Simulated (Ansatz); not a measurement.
# MgPH+ (quartet): the correlation ladder, def2-QZVPP

The task here is to estimate one member of a computed series from the others.

The runs use Ansatz 0.2.0, Gaussian basis; def2-QZVPP, core rule «outside noble gas», up to 10 orbitals frozen.

Plan: UHF; ROHF; CCSD(T) on UHF.

2 further runs of the same task are left out: 2 set aside as unsound or not needed.

## The system

The geometry is a PBE0/def2-TZVP stationary point (not a proven minimum) of the parent state, kept for this charge and spin.

3 atoms, charge 1, spin multiplicity 4.

Atoms are counted from 1 here; the program's logs count them from 0.

Bond lengths: P1–Mg2 2.462 Å, Mg2–H3 1.704 Å. Angles: P1–Mg2–H3 180.0°.

Geometry (Å):

```xyz
3

P     0.00000    0.00000    2.20962
Mg    0.00000    0.00000   -0.25268
H     0.00000    0.00000   -1.95694
```

The first run:

Contents of in.yaml:

```yaml
crystal:
  periodic: [false, false, false]
  atoms:
    - {symbol: P, position_ang: [0.000000, 0.000000, 2.209624]}
    - {symbol: Mg, position_ang: [0.000000, 0.000000, -0.252681]}
    - {symbol: H, position_ang: [0.000000, 0.000000, -1.956943]}
basis:
  gaussian: {orbitals: "def2-QZVPP.json"}
total_charge: 1
magnetization: {spin_polarized: true, initial_magnetization: 3}
hamiltonian: {xc: hf}
output: {orbitals: {seedname: orbitals}}
```

Command:

```bash
> ansatz run in.yaml --threads 1 --pin off --events-out ev --progress --plain --max-ram 2393MiB
```

Steps of the session up to this table: UHF; ROHF; CCSD(T) on UHF.

One table of the session follows, with a row left open; its other results are not shown here.

It belongs to the step «Misses and costs». 

| method | from UCCSD(T) (kcal/mol) |
| --- | --- |
| ROHF | +95.73 |
| UHF | ? |
| UMP2 | +19.22 |
| UCCSD | +3.38 |
| UCCSD(T) | 0 |

Q: Estimate the row for UHF from the others.

As computed: from UCCSD(T) (kcal/mol): +95.06. In the column «from UCCSD(T) (kcal/mol)» it lies between UMP2 (+19.22) and ROHF (+95.73).
